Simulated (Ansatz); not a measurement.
Zinc-blende AlP was calculated with G0W0@HSE06 in Ansatz (plane waves, hard PAW, contour deformation).

The cell has the measured lattice parameters. Conventional cell: a = 5.4630 Å, b = 5.4630 Å, c = 5.4630 Å, α = 90.00°, β = 90.00°, γ = 90.00°.

The quasiparticle gap at Γ at a fixed k mesh 2×2×2:

```tsv
response cutoff	value (eV)
250 eV, 672 empty bands	4.592
300 eV, 884 empty bands	4.597
400 eV, 1360 empty bands	4.603
500 eV, 1901 empty bands	4.606
```

**Question.** Taking the value to converge with the response cutoff E as E^(−3/2), extrapolate from the last two rows.

**Answer.** With y = y∞ + c/w and weights w = 8000 and 11180 for the last two rows, y∞ = (w2 y2 − w1 y1)/(w2 − w1) = (11180 × 4.606 − 8000 × 4.603)/3180 = 4.614 eV, which lies 0.008 beyond the last row. Successive pairs of rows give 4.613, 4.614, 4.614. The limit also hangs on the law assumed, so its last digits aren't firm.

The other settings are not extrapolated, so this is the limit in one setting alone.

At the last cutoff the smallest gap on this mesh is 2.42 eV, with an edge away from Γ.

Note: GW on a hybrid start was not checked against another program.

Ansatz is a quantum-chemistry and plane-wave program.
